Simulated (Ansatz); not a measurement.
# O2 (SMILES O=O): the energy, rung by rung

The species is O2 (2 atoms), meant as a triplet with charge 0. As SMILES, `O=O`. The shape was relaxed beforehand at PBE0/def2-SVP.

```xyz
2

O     0.5076   -0.1642    0.2614
O    -0.5076    0.1642   -0.2614
```

Each level gives the adiabatic ionisation energy (to the doublet cation, shapes relaxed at PBE0/def2-SVP, no zero-point term) (eV). The values are calculated.

```
               level                    kind  program  value (eV)
      UHF/def2-TZVPP            Hartree–Fock   Ansatz       12.03
   USVWN5/def2-TZVPP                     LDA   Ansatz       12.33
    UBLYP/def2-TZVPP                     GGA   Ansatz       12.23
 UPBE0-D4/def2-TZVPP           global hybrid   Ansatz       12.38
U-wB97M-V/def2-TZVPP  range-separated hybrid   Ansatz       12.21
  UB2PLYP/def2-TZVPP           double hybrid   Ansatz       12.17
  RPA@PBE/def2-TZVPP                     RPA   Ansatz       12.08
 UCCSD(T)/def2-TZVPP   coupled cluster or CI   Ansatz       11.96
```

The values span 11.96 to 12.38 eV. Spin contamination of the reference (⟨S²⟩ at least 0.1 too high) touches UHF/def2-TZVPP, UCCSD(T)/def2-TZVPP. The coupled-cluster rows rest on a doubtful reference here (large T1 or Brueckner and Hartree–Fock orbitals at odds), and rows may lie in different states.
